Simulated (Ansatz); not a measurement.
Results of PBEsol in Ansatz (PAW) for fcc Au.

A relaxed, unreconstructed slab of the (100) face has 6 atoms, two equal faces of 8.335 Å² each and an energy of -78041.3562 eV. A bulk cell of 2 atoms with the same orientation and in-plane k mesh has -26014.2009 eV. Energies are extrapolated to zero smearing.

Settings: plane-wave cutoff 500 eV, 20×20×1 k mesh (along the axes of the cell as run), Fermi–Dirac smearing 0.1 eV, scalar-relativistic PAW data made under PBE.

Worked out: γ = (E_slab − N E_bulk per atom)/2A = [-78041.3562 − 6 × (-26014.2009/2)]/(2 × 8.335) = 0.0748 eV/Å². With 16.022 J/m² per eV/Å² this is 1.20 J/m², or 0.62 eV per surface cell and face.

Ansatz is a program for electronic structure.
